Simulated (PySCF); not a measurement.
[ClF2]+, singlet: molecular constants

These are results of PBE0 in PySCF with Cl def2-TZVP, F def2-TZVP; no relativity; density-fitted integrals, not measurements.

The structure is a minimum.

```xyz
3
charge 1 multiplicity 1, angstrom
Cl    0.0000    0.0000   -0.5001
F     1.1982    0.0000    0.4607
F    -1.1982    0.0000    0.4607
```

```
Point group                                                                   : C2v
Bond lengths                                                                  : Cl–F 1.536 Å (×2)
Bond angles                                                                   : F–Cl–F 102.6°
Dipole moment about the centre of mass                                        : 1.81 D
Highest occupied level                                                        : -18.09 eV
Heat capacity Cp at 298.15 K                                                  : 43.7 J/(mol K)
Lowest empty level                                                            : -11.38 eV
Enthalpy at 298.15 K above 0 K                                                : 11.08 kJ/mol
Entropy at 298.15 K and 1 bar                                                 : 256.8 J/(mol K)
Rotational symmetry number                                                    : 2
Rotational constants                                                          : 1.003, 0.309, 0.2362 cm⁻¹
Principal polarisabilities                                                    : 9.4, 14.4, 20.1 bohr³
Zero-point energy                                                             : 13.1 kJ/mol
Principal quadrupole moments (Buckingham, traceless) about the centre of mass : -2.82, 1.35, 1.47 D Å
```

Harmonic modes (masses in u: Cl 34.969, F 18.998):
```csv
symmetry,ω (cm⁻¹),IR (km/mol),μ (u),type
a1,372,8.8,20.89,bend
a1,900,30.0,22.28,stretch
b2,920,95.8,23.22,stretch
```

In C2v the vibrations span 2a1 + b2. Here b1 is antisymmetric to the molecular plane and b2 lies in it.

Charges (e):
```json
{"atom": "Cl1", "Mulliken": "0.91", "Löwdin": "0.97", "polar tensor": "1.31", "Mayer order to Cl1": "–"}
{"atom": "F2,3", "Mulliken": "0.05", "Löwdin": "0.01", "polar tensor": "-0.16", "Mayer order to Cl1": "1.20"}
```

Mulliken populations on Cl1: s 5.93, p 9.76, d 0.35, f 0.05.

Counting electrons, chlorine keeps 4 of its valence electrons outside its bonds, so the VSEPR class is AX2E2 and the expected shape is bent (C2v), as computed.

Other isomers or separated fragments may lie lower.

The final relaxation and frequency run took about 25 core-seconds on a shared host.
